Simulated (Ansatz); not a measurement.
Species: AlCl3, net charge 0, singlet state. SMILES: [Cl][Al]([Cl])[Cl]
Geometry from a B3LYP-D3(BJ)/def2-TZVP (Ansatz, a first-principles code) optimisation:
```xyz
4

Al     0.0000     0.0000     0.0000
Cl    -0.0059     2.0762     0.0283
Cl     1.8011    -1.0328    -0.0289
Cl    -1.7952    -1.0434     0.0007
```

Wanted: atomisation energy (electronic, to ground-state atoms); the coupled-cluster value holds the core correlation from cc-pwCVTZ, in kcal/mol. Cores are frozen in the correlated levels unless marked. Open shells are spin-unrestricted. No spin-orbit coupling. Non-relativistic. CBS(X,Y): correlation extrapolated as X^-3; Hartree-Fock from the larger set.

Level to compare with: CCSD(T)/CBS(cc-pV(T+d)Z,cc-pV(Q+d)Z) plus the core term (Ansatz), 313.3 kcal/mol. It is a level with limits of its own, and the differences hold the functionals' basis error too.

Question: Rank these functionals by how close they come to CCSD(T)/CBS(cc-pV(T+d)Z,cc-pV(Q+d)Z), closest first: LC-wPBE/def2-TZVPD (Ansatz); SVWN5/def2-TZVPD (Ansatz); r2SCAN0/def2-TZVPD (Ansatz); BHLYP/def2-TZVPD (Ansatz).

Answer: r2SCAN0/def2-TZVPD (hybrid meta-GGA, 308.4 kcal/mol, difference -4.9), LC-wPBE/def2-TZVPD (range-separated hybrid, 304.4 kcal/mol, difference -8.9), BHLYP/def2-TZVPD (global hybrid, 291.2 kcal/mol, difference -22.1), SVWN5/def2-TZVPD (LDA, 343.3 kcal/mol, difference 30.0)
